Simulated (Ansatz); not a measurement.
SiNH$_{5}$ (SMILES N[SiH3]), singlet: a single point displaced at random from a GFN2-xTB minimum.

The input file, in.yaml:

```yaml
crystal:
  periodic: [false, false, false]
  atoms:
    - {symbol: N, position_ang: [-0.080400, -1.055400, -0.052600]}
    - {symbol: Si, position_ang: [0.140600, 0.646500, -0.091000]}
    - {symbol: H, position_ang: [-1.030300, -1.420700, -0.210800]}
    - {symbol: H, position_ang: [0.397800, -1.587400, 0.686400]}
    - {symbol: H, position_ang: [-0.534200, 1.067100, -1.304400]}
    - {symbol: H, position_ang: [-0.449900, 1.386100, 1.073000]}
    - {symbol: H, position_ang: [1.549500, 0.844900, -0.122800]}
basis:
  gaussian: {orbitals: def2-TZVPP}
hamiltonian: {xc: lda}
output: {forces: true}
```

An equivalent command:

```bash
ansatz run in.yaml --threads 4 --pin off --events-out ev --progress --plain
```

What Ansatz 0.2.0 printed:

```
Functional definition: SPW92
  name "SPW92"
  cite "Dirac, Proc. Camb. Phil. Soc. 26, 376 (1930) doi:10.1017/S0305004100016108"
  cite "Slater, Phys. Rev. 81, 385 (1951) doi:10.1103/PhysRev.81.385"
  cite "Perdew & Wang, Phys. Rev. B 45, 13244 (1992) doi:10.1103/PhysRevB.45.13244"
  exchange = slater_x
  correlation = pw_c
738 factors; their error is unknown
mean field evaluation 1: about -9395.7567 eV, gradient 7.1e1 eV
mean field evaluation 2: about -9360.0305 eV, gradient 1.3e2 eV
mean field evaluation 4: about -9405.2333 eV, gradient 4.9e0 eV
mean field evaluation 8: about -9405.2915 eV, gradient 1.9e-1 eV
mean field evaluation 16: about -9405.2915 eV, gradient 1.1e-5 eV
mean field -9405.29149281 eV, -345.6380872251 hartree, gradient 1.1e-5 eV, S^2 0.000000; 0 other end points of the search recorded, 0 dependent functions left out
the calculation of the forces begins
reference -9405.29152602 eV, -345.6380884456 hartree; 13, 13 occupied and 130, 130 virtual orbitals, 738 factors
Total energy: -9405.29152602 eV, -345.6380884456 hartree
Atom 0 at    -0.080400    -1.055400    -0.052600 Å, force    -0.251343    -0.455142     0.285838 eV/Å
Atom 1 at     0.140600     0.646500    -0.091000 Å, force    -1.070321    -0.753277     0.612647 eV/Å
Atom 2 at    -1.030300    -1.420700    -0.210800 Å, force     0.474151     0.088959     0.118760 eV/Å
Atom 3 at     0.397800    -1.587400     0.686400 Å, force    -0.257447     0.124186    -0.324064 eV/Å
Atom 4 at    -0.534200     1.067100    -1.304400 Å, force    -0.294494     0.436190    -0.665752 eV/Å
Atom 5 at    -0.449900     1.386100     1.073000 Å, force     0.039163     0.162063     0.015983 eV/Å
Atom 6 at     1.549500     0.844900    -0.122800 Å, force     1.360290     0.397021    -0.043412 eV/Å
Dipole moment:    -0.099618    -0.169893     0.147337 e Å
```

Hardware: 4 CPU threads, shared host. Wall time about 0.5 s.
